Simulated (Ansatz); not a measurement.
# Isomers

Structures of CH₃OSi, doublet, relaxed at PBE0-D4/def2-TZVP (vibrations not checked; lower isomers may exist, and structures with a doubtful reference or unclear bonds are left out). Computed with Ansatz 0.2.0 (basis: def2-TZVPP); correlated methods freeze the cores; orbitals are unrestricted. B3LYP uses VWN-RPA correlation.

**Question.** Rank them by CCSD(T) energy, lowest first, and give each one's height above the lowest. Links in brackets join atoms within 1.22 times the sum of their covalent radii (1.1 for two metals). (An estimate is asked for; the value comes from the calculation.)
A.
CH₃OSi ([CH3][Si][O])
```
6
angstrom
O 1.0135 -1.7282 1.5559
C -0.2150 0.3600 -0.2115
Si 0.7541 -1.2254 0.1404
H -1.0909 0.1228 -0.8197
H 0.4146 1.0543 -0.7728
H -0.5169 0.7998 0.7403
```
B.
CH₃OSi ([CH2][SiH][O])
```
6
angstrom
C -0.9844 0.3569 -0.3492
Si 0.8108 0.2075 -0.1650
O 1.5087 -0.7644 0.7762
H -1.6684 -0.2611 0.2232
H 1.5326 1.1551 -1.0499
H -1.4435 1.0645 -1.0335
```
C.
CH₃OSi ([OH][CH][SiH])
```
6
angstrom
C 0.3905 0.2900 -0.3083
Si -1.1152 -0.3266 -1.1956
O 0.6697 0.1370 0.9791
H -1.6255 -0.9252 0.1362
H 1.1952 0.8475 -0.7905
H -0.0643 -0.3609 1.3743
```
D.
CH₃OSi ([CH2]1[O][SiH]1)
```
6
angstrom
C 0.0353 -0.2159 -0.6831
O -0.9371 -0.5596 0.3628
Si -0.2045 0.8858 0.7487
H -0.4246 0.0206 -1.6396
H 0.8546 -0.9284 -0.7504
H 0.6762 0.7976 1.9615
```

**Answer.** The calculation gives: A (0.000 eV), B (0.699 eV), D (1.414 eV), C (2.176 eV). Heights count from the lowest.

**Question.** Do PBE-D4, r2SCAN-D4, PBE0-D4, B3LYP-D4, wB97M-V, HF, MP2 give the same order? (A judgement: the text doesn't fix the answer.)

**Answer.** By the calculation: All do.

No T1 diagnostic of these runs exceeds 0.025. ⟨S²⟩ of the unrestricted Hartree–Fock references: 0.76 to 0.77 (a pure state has 0.75).

For scale, one of the runs: CCSD(T)/def2-TZVPP, 146 basis functions, launched by `ansatz run in.yaml --threads 2 --pin off --events-out ev --progress --plain --max-ram 4352MiB`. The run took 46 s on 2 CPU threads of an Arm Neoverse V1 (shared host), with 2 GiB of host memory at its peak.
